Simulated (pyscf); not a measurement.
H₃C–Si(F)(SiH₃)–SiH₃ (SMILES C[Si](F)([SiH3])[SiH3]) + SiH₃• (SMILES [SiH3]) → F–Si(SiH₃)(SiH₃)–SiH₃ (SMILES F[Si]([SiH3])([SiH3])[SiH3]) + CH₃• (SMILES [CH3]), a substitution at Si (doublet surface; C–Si broken, Si–Si formed). PySCF, gas phase, ωB97X-D3(BJ)/def2-SVP geometries. Energies in eV from the separated reactants.

Small-basis levels: PySCF, no dispersion term, spherical d functions. AM1 to PM7: differences of heats of formation from MOPAC, which are fitted to 298 K values and so differ in kind from electronic energies by zero-point and thermal terms. GFN2-xTB: tblite. Open shells are spin-unrestricted. 

| level | barrier | reaction energy |
|---|---|---|
| HF/STO-3G | 1.38 | +0.19 |
| HF/6-31G* | 1.48 | +0.49 |
| SVWN5/6-31G* | 0.33 | +0.92 |
| B3LYP/STO-3G | 0.88 | +0.40 |
| B3LYP/LANL2DZ | 1.28 | +0.73 |
| PBE/def2-SVP | 0.68 | +0.73 |
| GFN2-xTB | 0.79 | +1.07 |
| PM6 | 0.53 | +0.26 |
| PM7 | 1.87 | +0.77 |
| ωB97M-D3(BJ)/def2-TZVP | 0.81 | +0.69 |

Against the last row the barrier runs from -0.48 (SVWN5/6-31G*) to +1.06 eV (PM7). At SVWN5/6-31G*, PBE/def2-SVP, GFN2-xTB this geometry lies under one side, so the entry may be no barrier of that level: it is a single point on another level's saddle. ωB97M-D3(BJ)/def2-TZVP has limits of its own. On the reactant side the descent ends in a complex, 0.20 eV under the separated species and 0.78 eV under the saddle at ωB97X-D3(BJ)/def2-TZVP. At ωB97X-D3(BJ)/def2-TZVP the barrier from the zero used here is 0.58 eV. This is the saddle that the search found; another between the same sides may lie lower. The angle at the attacked Si is 178°.
